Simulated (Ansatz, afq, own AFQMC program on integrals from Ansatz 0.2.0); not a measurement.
## Atomization energy of GeHO, doublet, worked out

```yaml
atoms:
  - { symbol: Ge, position_ang: [0.0000, 0.0134, 0.3432] }
  - { symbol: O, position_ang: [0.0000, -0.1072, -1.4387] }
  - { symbol: H, position_ang: [0.0000, 0.7369, -1.8995] }
```

Connectivity, by distances: Ge–OH.

Basis cc-pVDZ. Noble-gas cores (and the filled d shells of Ga–Kr and In–Xe) are frozen. Ansatz 0.2.0 and our own AFQMC program on the same integrals; the CISD trial comes from CCSD amplitudes, and released means the phaseless constraint is let go. ± is one standard error of the sampling. No spin–orbit coupling.

Total energies in eV. CBS is CCSD(T) at the limit of def2-TZVPP/QZVPP (extrapolated itself); the highest rung of each member is named.

Cautions: inner d shell frozen; no relativity below Rb; no spin-orbit coupling; GeHO (doublet): the ph-AFQMC/CISD walk drifts between its halves (2.1 errors).

```tsv
member	count	CCSD(T)/cc-pVDZ	highest rung in cc-pVDZ	which	CCSD(T)/CBS
Ge (triplet)	+1	-56473.1139	-56473.1222	FCI	-56475.5964
O (triplet)	+1	-2038.4036	-2038.4088	FCI	-2040.9924
H (doublet)	+1	-13.5861	-13.5861	FCI	-13.6059
GeHO, doublet	-1	-58532.9909	-58533.0322	CCSDT(Q)	-58539.2732
```

Work out the best estimate of the atomization energy: the CCSD(T)/CBS difference plus the step from CCSD(T) to the highest rung.

Sums with the counts: CCSD(T)/CBS 9.0785 eV, highest rung 7.9151 eV, CCSD(T)/cc-pVDZ 7.8873 eV. The step is 7.9151 − 7.8873 = 0.0278 eV, so the best estimate is 9.0785 + (0.0278) = 9.1063 eV = 210.0 kcal/mol. The basis set is worth 1.191 eV of it. Zero-point, core-correlation and spin–orbit terms aren't in it. Past Ne the Hartree–Fock part of each CBS total tends to overshoot, since the cores don't follow the formula; that largely cancels in the difference.

Best estimates are given only where the step beyond CCSD(T) is under 0.3 eV and no member's determinant is very poor (T1 over 0.05, or 0.07 for open shells, ⟨S²⟩ too high by 0.3, two states mixed), so the hardest cases are missing from such tables.

CCSDT and higher add their correlation energy to the determinant of the CCSD(T) run, since their own runs factorise the integrals more tightly (a shift of under 2 meV). Each member of a difference takes its own highest rung, so a best estimate needn't equal the limit plus the step of one row.
